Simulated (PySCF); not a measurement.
A species of formula C5H11F has this rotational fingerprint, computed with CAM-B3LYP/def2-SVPD in PySCF (dipole) on a GFN2-xTB geometry, gas phase:

| Property | Result |
| --- | --- |
| Rotational constants | A = 4451, B = 2580, C = 2575 MHz |
| Dipole components | \|μa\| = 1.63 D, \|μb\| = 0.79 D, \|μc\| = 0.00 D |
| Inertial defect | -113.14 u·Å² |
| κ | -0.99 |

Task: Which candidate fits, each taken in the one conformer that was computed?
A. 1-fluoro-2,2-dimethyl-propane (`CC(C)(C)CF`)
B. `[CH3:1][CH2:2][CH2:3][C@@H:4]([CH3:5])[F:6]` with C1–C2–C3–C4 180°, C2–C3–C4–C5 178°
C. `[CH3:1][CH2:2][CH2:3][CH2:4][CH2:5][F:6]` with C1–C2–C3–C4 179°, C2–C3–C4–C5 176°, C3–C4–C5–F6 -66°
D. `[CH3:1][CH2:2][CH:3]([F:4])[CH2:5][CH3:6]` with C1–C2–C3–F4 -63°, C2–C3–C5–C6 -177° ((CH3CH2)2CHF)

Result: A. It is CC(C)(C)CF, point group Cs. The candidates at the same level (rigid rotor, commonest isotopes):

```json
{"SMILES": "CCC(F)CC", "A (MHz)": "7433", "B (MHz)": "1922", "C (MHz)": "1677", "μa (D)": "0.00", "μb (D)": "1.80", "μc (D)": "0.42", "Δ (u·Å²)": "-29.53", "point group": "Cs", "rotor": "near-prolate asymmetric top"}
{"SMILES": "CCCCCF", "A (MHz)": "9274", "B (MHz)": "1356", "C (MHz)": "1268", "μa (D)": "0.78", "μb (D)": "1.59", "μc (D)": "0.64", "Δ (u·Å²)": "-28.74", "point group": "C1", "rotor": "near-prolate asymmetric top"}
{"SMILES": "CCC[C@@H](C)F", "A (MHz)": "7356", "B (MHz)": "1741", "C (MHz)": "1516", "μa (D)": "0.38", "μb (D)": "1.71", "μc (D)": "0.63", "Δ (u·Å²)": "-25.59", "point group": "C1", "rotor": "near-prolate asymmetric top"}
{"SMILES": "CC(C)(C)CF", "A (MHz)": "4451", "B (MHz)": "2580", "C (MHz)": "2575", "μa (D)": "1.63", "μb (D)": "0.79", "μc (D)": "0.00", "Δ (u·Å²)": "-113.14", "point group": "Cs", "rotor": "–"}
```

`CCC(F)CC` has A 67 % too high; `CCCCCF` has A 108 % too high; `CCC[C@@H](C)F` has A 65 % too high. In the right answer the mirror of this Cs structure is the ab plane, so μc vanishes by symmetry (the 0.01 D computed is a residue). No structure here is proved a minimum.
